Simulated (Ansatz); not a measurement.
Ideal-gas functions of `C1N[SiH2]1` at 800 K and 1 bar, from an Ansatz frequency run at PBE0-D4/def2-TZVP.

Molar mass 59.14 g/mol, point group C1 (symmetry number 1), electronic degeneracy 1, moments of inertia 23.979, 50.348, 63.805 u Å². Harmonic wavenumbers (cm⁻¹, unscaled): 464, 544, 632, 661, 734, 780, 815, 942, 998, 1050, 1096, 1232, 1464, 2247, 2269, 3094, 3172, 3611.

Use S(trans) = R[1.5 ln M + 2.5 ln T − 1.1517]; rotational temperatures θ = 24.2544 K / I; S(rot) = R[ln(√π/σ · √(T³/θAθBθC)) + 1.5]; for each mode x = 1.438777 ν̃/T, S = R[x/(eˣ − 1) − ln(1 − e⁻ˣ)] and H = RT x/(eˣ − 1); 1 cm⁻¹ = 0.0119627 kJ/mol; R = 8.31446 J/(mol·K).

Task: By hand: the entropy, in J/(mol·K).

Result: Translation 180.3. Rotation: θ = 1.0115, 0.4817, 0.3801 K, giving 107.6. Vibration, mode by mode: 10.06, 8.82, 7.68, 7.35, 6.58, 6.15, 5.84, 4.86, 4.48, 4.16, 3.90, 3.22, 2.32, 0.75, 0.72, 0.21, 0.19, 0.09, in all 77.4. Electronic 0.0. Sum 365.3 J/(mol·K).

Task: By hand: H − E and G − E in kJ/mol, counted from the electronic energy.

Result: Zero-point energy ½ × 25805 × 0.0119627 = 154.3; thermal vibration 38.1; translation, rotation and pV give 4 RT = 26.6. H − E = 219.0 kJ/mol, and G − E = 219.0 − 800 × 365.3/1000 = -73.2 kJ/mol.

Vibration gives 21 % of the entropy. The sum counts one conformer and one mirror image; others add a mixing term.
